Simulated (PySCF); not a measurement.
**Structure from NMR data**

Molecular formula: C2H3F3. Simulated spectra:

¹H NMR (500 MHz, computed): δ 6.43 (tdt, J = 60.2, 13.7, 2.7 Hz, 1H), 5.01 (dtd, J = 53.3, 13.6, 2.7 Hz, 2H).

¹³C{¹H} NMR (computed): δ 123.7 (td, J = 303.3, 33.6 Hz), 89.6 (dt, J = 231.2, 32.1 Hz).

Computed data (PySCF): B3LYP/pcJ-1 coupling constants, shielding tensors at PBE0/pcSseg-1 (GIAO), geometry from GFN2-xTB. One conformer, no relativistic terms, fast rotation and ring inversion assumed for equivalent nuclei, isolated molecule.

Scale: ¹H (31.72 ppm) and ¹³C (186.93 ppm) against TMS (reference shieldings calculated alike).

Propose a structure and justify it.

Results:


1. Rings plus π bonds: 0.
2. 2 carbon signals for 2 carbons: no two carbons are equivalent.
3. Carbon types of the structure: 1 × CH, 1 × CH2, which accounts for all hydrogens.
4. δC 123.7: sp3 CH bonded to 2 F; 2 electronegative neighbours deshield it.
5. δC 89.6: sp3 CH2 bonded to F; pulled downfield by the heteroatom.
6. δH 6.43: hydrogen on an sp3 CH bonded to 2 F; its carbon carries F, hence the downfield position.
7. δH 5.01: hydrogen on an sp3 CH2 bonded to F; its carbon carries F, hence the downfield position.

These data were computed for `FCC(F)F`.

The data come from this structure; uniqueness wasn't tested.

Common functionals overestimate the size of one-bond C–F couplings by tens of Hz; these are unscaled. Splittings below 1 Hz are ignored in the labels, and close J values are merged. Unscaled 3J(H,H) at this level run about 10 % above measured values. Shifts are as computed. Against solution values, carbons near 30 ppm lie about +3 ppm off and those near 130 ppm about +5 ppm. Of 1211 compounds with measured shifts, 218 miss one by over three times the rms of a fit or turn the order of signals round; such compounds aren't used in these exercises. Vicinal couplings across rotatable single bonds and in flexible rings belong to the one computed conformer; a conformer average would change them.
